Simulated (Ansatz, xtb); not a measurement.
## Two isomers of CH3NO

Structure a: `[NH2+]=[C-]O`, a singlet. Structure b: `[H]/N=C\O`, a singlet. Both are isolated molecules in the gas phase, relaxed with r2SCAN-D4/def2-TZVP; the shapes shown needn't be the lowest conformers.

a (Å):

```xyz
6

C    -0.0216    0.3951   -0.1651
N     0.1967    1.6041   -0.6587
O     0.2673   -0.4919   -1.1442
H     0.5225    1.7678   -1.6108
H     0.0347    2.4017   -0.0705
H     0.1051   -1.3657   -0.7741
```

b (Å):

```xyz
6

C     0.5922    0.8403   -0.4289
N     0.3736    1.7189   -1.3066
O    -0.0315   -0.3447   -0.2100
H    -0.3968    1.4684   -1.9313
H     1.3844    0.9728    0.3058
H    -0.7350   -0.4565   -0.8668
```

Task: Which of the two would you expect CCSD(T)/def2-TZVPP electronic energies to favour?

Result: Structure b; the calculation gives E(b) − E(a) = −22.7 kcal/mol.

The same difference at several levels:

```csv
level,geometry,E(b) − E(a) (kcal/mol),departure from the last row (kcal/mol),"job, with rough time for the two"
GFN2-xTB,GFN2-xTB,−32.9,−10.2,"optimisation, 0.14 s"
HF/STO-3G,GFN2-xTB,−12.6,+10.1,"single point, 0.24 s"
r2SCAN-D4/def2-SVP,GFN2-xTB,−22.8,−0.1,"single point, 1.4 s"
r2SCAN-D4/def2-TZVP,r2SCAN-D4/def2-TZVP,−23.3,−0.6,"optimisation, 17 s"
HF/def2-TZVPP,r2SCAN-D4/def2-TZVP,−17.6,+5.1,part of the CCSD(T) run
MP2/def2-TZVPP,r2SCAN-D4/def2-TZVP,−24.9,−2.2,part of the CCSD(T) run
CCSD(T)/def2-TZVPP,r2SCAN-D4/def2-TZVP,−22.7,,"single point, 18 s"
```

As drawn, b has 1 C–H in place of 1 N–H.

None of the levels shown reverses the order. The largest departure from CCSD(T)/def2-TZVPP is that of GFN2-xTB, 10.2 kcal/mol.

With harmonic frequencies from r2SCAN-D4/def2-TZVP (ideal gas, rigid rotor, one conformer each, 298.15 K, 1 atm): the zero-point term adds 0.0 kcal/mol; ΔH is −22.8 and ΔG −22.7 kcal/mol.

The correlated steps freeze 3 core orbitals. Codes used: Ansatz 0.2.0, xtb 6.7.1; the last row on 2 threads of Intel(R) Xeon(R) Platinum 8259CL CPU @ 2.50GHz (Skylake/Cascade Lake) on a shared host.
